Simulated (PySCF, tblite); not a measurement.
**4-chlorobutanal: dynamics, then NMR shifts on frames**

How do NMR shifts of 4-chlorobutanal (`O=CCCCCl`) change as the atoms move?

The runs use tblite 0.8.0 and PySCF 2.14.0, with density-fitted response routines of our own; the level of theory stands in each step. All values are computed, except where a source is named. Atoms are numbered from 0 throughout.

## 1. Starting geometry

13 atoms, charge 0, multiplicity 1; geometry from: GFN2-xTB.

Bonds of the start (Å): O0–C1 1.20, C1–C2 1.50, C2–C3 1.53, C3–C4 1.52, C4–Cl5 1.79, C1–H6 1.11, C2–H7 1.09, C2–H8 1.09, C3–H9 1.09, C3–H10 1.09, C4–H11 1.09, C4–H12 1.09.

## 2. Thermal motion with GFN2-xTB

What the job is given:

```
{"job": {"kind": "md", "xc": "GFN2-xTB", "basis": "xTB", "temperature": 600, "steps": 2000, "every": 50, "frames": 5}, "charge": 0, "multiplicity": 1}
O     -1.621038     1.484039     0.103736
C     -1.636844     0.384637     0.580768
C     -0.700859    -0.736674     0.237954
C      0.366190    -0.339565    -0.779987
C      1.397331     0.606152    -0.186738
Cl     2.312226    -0.191743     1.125589
H     -2.390116     0.104800     1.344345
H     -1.305702    -1.564786    -0.140606
H     -0.230687    -1.083088     1.162311
H     -0.109830     0.174249    -1.617998
H      0.864679    -1.233703    -1.157158
H      2.128534     0.910737    -0.934879
H      0.921727     1.485431     0.244935
```

With the program's defaults for keys left out, this is: GFN2-xTB Langevin dynamics, gas phase.

Launch:

```
OMP_NUM_THREADS=1 python probes_run.py task.json out
```

One launch serves the whole session: the jobs run in the order shown.

Output:

```text
t/fs     T/K      E/eV
    0.0   500.1   -564.02218
   25.0   444.3   -563.58818
   50.0   508.6   -563.35275
   75.0   501.7   -563.39270
  100.0   511.8   -563.50403
  125.0   550.4   -563.16420
  150.0   403.6   -563.12205
  175.0   625.4   -563.24112
  200.0   683.2   -563.08626
  225.0   527.4   -562.99541
  250.0   850.2   -563.17373
  275.0   558.8   -563.02620
  300.0   525.6   -562.99329
  325.0   609.9   -563.25751
  350.0   397.7   -562.65121
  375.0   840.9   -563.28426
  400.0   784.7   -562.91811
  425.0   882.4   -563.11993
  450.0   731.1   -563.06739
  475.0   565.0   -562.69937
  500.0   759.7   -562.99338
  525.0   825.8   -563.02785
  550.0   789.4   -562.88027
  575.0   754.3   -562.61001
  600.0  1070.8   -563.30417
  625.0   729.4   -562.52501
  650.0   753.3   -562.90832
  675.0   718.4   -562.96460
  700.0   521.8   -562.63318
  725.0   841.3   -563.12132
  750.0   606.1   -562.79609
  775.0   840.2   -563.06204
  800.0   356.7   -562.90347
  825.0   495.3   -562.99699
  850.0   574.1   -562.80525
  875.0   823.8   -563.06488
  900.0   748.6   -563.05392
  925.0   553.8   -562.26916
  950.0   640.4   -562.78355
  975.0   692.3   -562.91426
 1000.0   632.0   -562.94387
```

Wall time 9.3 s (1 thread of Intel Xeon Platinum 8488C, shared host); peak memory 0.18 GiB.

Distance from the start (root mean square after alignment): 0 fs 0.00 Å, 200 fs 0.27 Å, 400 fs 0.23 Å, 600 fs 0.27 Å, 800 fs 0.24 Å, 1000 fs 0.21 Å.

Positions (Å) and forces (eV/Å) at 1000 fs:

```xyz
13

O    -2.688    0.033    2.407    0.945    0.071    0.290
C    -1.717   -0.635    2.624    0.134   -2.426   -1.919
C    -0.858   -1.457    1.546   -1.154    4.624   -0.813
C    -1.345   -0.944    0.079    4.760   -2.741    0.245
C    -0.586    0.248   -0.395    0.976    0.475    0.461
Cl    1.179   -0.031   -0.409    0.300   -0.115    0.037
H    -1.441   -1.142    3.545   -0.126    0.748    1.085
H    -1.074   -2.452    1.719   -0.515   -1.886    0.121
H     0.222   -1.274    1.822   -1.083   -0.030   -0.891
H    -2.297   -0.715   -0.132   -3.796    0.619    0.639
H    -1.118   -1.710   -0.702    0.077   -0.291    0.765
H    -0.790    0.542   -1.414   -0.445    0.130   -0.105
H    -0.737    1.029    0.325   -0.074    0.822    0.084
```

## 3. Nuclear shieldings: 250 fs, PBE0/pcSseg-1

What the job is given:

```
{"job": {"kind": "nmr", "xc": "PBE0", "basis": "pcSseg-1", "pop": false}, "charge": 0, "multiplicity": 1}
O     -2.460900     1.411100     0.803400
C     -2.214500     0.307200     1.083700
C     -1.250800    -0.563700     0.365200
C     -0.221300     0.208800    -0.480000
C      1.097900     0.506800     0.222300
Cl     2.247600    -0.800800     0.513100
H     -2.502800    -0.361100     1.979900
H     -1.845600    -1.308600    -0.227600
H     -0.849200    -1.345700     0.929000
H     -0.729300     1.226700    -0.592800
H     -0.062200    -0.363900    -1.437500
H      1.588100     1.325300    -0.363000
H      0.871600     0.939000     1.168000
```

With the program's defaults for keys left out, this is: GIAO PBE0/pcSseg-1 NMR shielding, non-relativistic, gas phase.

Output:

```text
coarse grid: 11400 points
cycle   1  E = -691.4055606921  dE =  7.486e-01  |g| = 7.222e-01  |ddm| = 3.108e+00
cycle   2  E = -691.1156552585  dE =  2.899e-01  |g| = 1.432e+00  |ddm| = 1.762e+00
cycle   3  E = -691.5074798014  dE = -3.918e-01  |g| = 1.235e-01  |ddm| = 1.311e+00
cycle   4  E = -691.5106093407  dE = -3.130e-03  |g| = 5.224e-02  |ddm| = 1.496e-01
cycle   5  E = -691.5112056569  dE = -5.963e-04  |g| = 9.835e-03  |ddm| = 4.506e-02
cycle   6  E = -691.5112268782  dE = -2.122e-05  |g| = 2.783e-03  |ddm| = 1.074e-02
cycle   7  E = -691.5112283821  dE = -1.504e-06  |g| = 7.443e-04  |ddm| = 2.835e-03
final grid: 105392 points
cycle   8  E = -691.5575602203  dE = -1.790e-05  |g| = 1.128e-02  |ddm| = 2.009e-02
cycle   9  E = -691.5575071427  dE =  5.308e-05  |g| = 2.013e-02  |ddm| = 2.072e-02
cycle  10  E = -691.5575847635  dE = -7.762e-05  |g| = 1.982e-03  |ddm| = 1.412e-02
cycle  11  E = -691.5575855349  dE = -7.714e-07  |g| = 4.084e-04  |ddm| = 1.810e-03
cycle  12  E = -691.5575855711  dE = -3.620e-08  |g| = 8.119e-05  |ddm| = 4.418e-04
cycle  13  E = -691.5575855726  dE = -1.468e-09  |g| = 2.333e-05  |ddm| = 1.005e-04
cycle  14  E = -691.5575855727  dE = -1.262e-10  |g| = 5.521e-06  |ddm| = 2.217e-05
converged SCF energy = -691.5575855727

GIAO shielding tensors (ppm)
atom      isotropic    diamagn.    paramagn.     s11        s22        s33       span
  0 O     -269.486     400.596    -670.082   -829.703   -373.630    394.874   1224.577
  1 C       -7.686     250.449    -258.135   -100.834    -27.657    105.434    206.268
  2 C      142.570     255.273    -112.703     93.381    137.436    196.894    103.513
  3 C      157.112     246.898     -89.786    143.297    147.648    180.391     37.095
  4 C      138.195     246.344    -108.149    107.698    142.149    164.738     57.039
  5 Cl     895.513    1146.595    -251.082    737.460    852.630   1096.450    358.990
  6 H       20.373      24.699      -4.326     14.444     17.817     28.857     14.413
  7 H       28.692      29.967      -1.275     25.787     26.862     33.427      7.640
  8 H       29.324      34.364      -5.040     25.033     30.452     32.485      7.452
  9 H       27.154      30.334      -3.180     21.797     25.762     33.902     12.106
 10 H       29.154      29.756      -0.602     24.244     28.257     34.962     10.718
 11 H       27.609      28.575      -0.965     20.356     28.169     34.304     13.949
 12 H       29.173      31.223      -2.050     22.965     29.765     34.789     11.823
```

Run time: 12 s. Hardware: 1 thread of Intel Xeon Platinum 8488C, shared host; peak memory 0.7 GiB.

Shifts follow as δ = σ(reference) − σ, with reference shieldings (ppm) from runs at the same level and on the same kind of geometry: 1H TMS 31.72, 13C TMS 186.9, 17O H2O 336.1, 35Cl HCl 950. The references are single molecules in the gas phase, so shifts against H2O, NH3, PH3, H3PO4 or CFCl3 are not on the usual liquid scales and can be off by tens of ppm. Each atom is listed at this fixed geometry, with no averaging over motion; a spectrum would average atoms that exchange fast.

```
atoms                              environment  σ (ppm)  δ (ppm)
   C1                 aldehyde carbonyl carbon     -7.7    194.6
   C4                     sp3 CH2 bonded to Cl    138.2     48.7
   C2                  sp3 CH2 α to a carbonyl    142.6     44.4
   C3                                  sp3 CH2    157.1     29.8
   H6  hydrogen on an aldehyde carbonyl carbon    20.37    11.34
   H9                   hydrogen on an sp3 CH2    27.15     4.56
  H11      hydrogen on an sp3 CH2 bonded to Cl    27.61     4.11
   H7   hydrogen on an sp3 CH2 α to a carbonyl    28.69     3.03
  H10                   hydrogen on an sp3 CH2    29.15     2.56
  H12      hydrogen on an sp3 CH2 bonded to Cl    29.17     2.54
   H8   hydrogen on an sp3 CH2 α to a carbonyl    29.32     2.39
   O0                          aldehyde oxygen   -269.5    605.6
  Cl5                     chlorine bonded to C      896       54
```

## 4. Shielding tensors: 425 fs, PBE0/pcSseg-1

What the job is given:

```
{"job": {"kind": "nmr", "xc": "PBE0", "basis": "pcSseg-1", "pop": false}, "charge": 0, "multiplicity": 1}
O     -2.036900     1.106100     1.616900
C     -2.343400    -0.028400     1.514900
C     -1.623500    -1.075300     0.687000
C     -0.630500    -0.263600    -0.173500
C      0.500200     0.443100     0.593600
Cl     1.747500    -0.704800     1.308300
H     -3.131800    -0.388900     2.120800
H     -2.432700    -1.570900     0.097000
H     -1.050100    -1.655700     1.296100
H     -1.297800     0.445100    -0.636400
H     -0.122900    -0.645200    -0.987100
H      0.930500     1.075800    -0.162100
H      0.307600     1.087700     1.507400
```

Method: GIAO PBE0/pcSseg-1 NMR shielding, non-relativistic, gas phase.

Output:

```text
coarse grid: 11400 points
cycle   1  E = -691.3944661824  dE =  7.525e-01  |g| = 7.417e-01  |ddm| = 3.102e+00
cycle   2  E = -691.1027478533  dE =  2.917e-01  |g| = 1.446e+00  |ddm| = 2.025e+00
cycle   3  E = -691.5024286083  dE = -3.997e-01  |g| = 1.263e-01  |ddm| = 1.544e+00
cycle   4  E = -691.5056822858  dE = -3.254e-03  |g| = 5.476e-02  |ddm| = 1.556e-01
cycle   5  E = -691.5063258406  dE = -6.436e-04  |g| = 1.188e-02  |ddm| = 4.978e-02
cycle   6  E = -691.5063559582  dE = -3.012e-05  |g| = 3.932e-03  |ddm| = 1.041e-02
cycle   7  E = -691.5063592454  dE = -3.287e-06  |g| = 1.176e-03  |ddm| = 4.137e-03
final grid: 105392 points
cycle   8  E = -691.5524275595  dE = -2.450e-05  |g| = 1.157e-02  |ddm| = 2.269e-02
cycle   9  E = -691.5523744222  dE =  5.314e-05  |g| = 2.025e-02  |ddm| = 2.228e-02
cycle  10  E = -691.5524537713  dE = -7.935e-05  |g| = 2.259e-03  |ddm| = 1.546e-02
cycle  11  E = -691.5524547681  dE = -9.968e-07  |g| = 4.010e-04  |ddm| = 2.007e-03
cycle  12  E = -691.5524548015  dE = -3.341e-08  |g| = 1.111e-04  |ddm| = 4.555e-04
cycle  13  E = -691.5524548044  dE = -2.825e-09  |g| = 2.807e-05  |ddm| = 1.239e-04
cycle  14  E = -691.5524548045  dE = -1.875e-10  |g| = 7.213e-06  |ddm| = 2.544e-05
converged SCF energy = -691.5524548045

GIAO shielding tensors (ppm)
atom      isotropic    diamagn.    paramagn.     s11        s22        s33       span
  0 O     -362.533     405.957    -768.489  -1038.577   -442.250    393.228   1431.805
  1 C      -18.105     244.631    -262.737   -107.260    -48.383    101.327    208.587
  2 C      147.568     253.428    -105.860    121.147    146.383    175.173     54.026
  3 C      159.925     249.331     -89.406    142.022    154.769    182.984     40.962
  4 C      125.904     247.279    -121.375     81.757    129.866    166.088     84.331
  5 Cl     865.927    1147.052    -281.125    676.301    822.783   1098.698    422.397
  6 H       22.155      26.112      -3.957     20.260     20.802     25.403      5.143
  7 H       28.873      29.135      -0.262     25.084     27.094     34.441      9.358
  8 H       30.554      32.148      -1.593     25.171     32.740     33.752      8.581
  9 H       29.904      32.889      -2.985     25.631     28.533     35.548      9.917
 10 H       31.101      33.269      -2.168     25.908     30.262     37.132     11.224
 11 H       28.033      30.948      -2.914     21.991     28.618     33.490     11.499
 12 H       25.991      29.122      -3.132     19.101     25.420     33.451     14.350
```

Wall time 13 s (1 thread of Intel Xeon Platinum 8488C, shared host); peak memory 0.72 GiB.

This run: δ C1 205.0, C4 61.0, C2 39.4, C3 27.0, H6 9.56, H12 5.73 ppm.

[end of part 1 of 2]
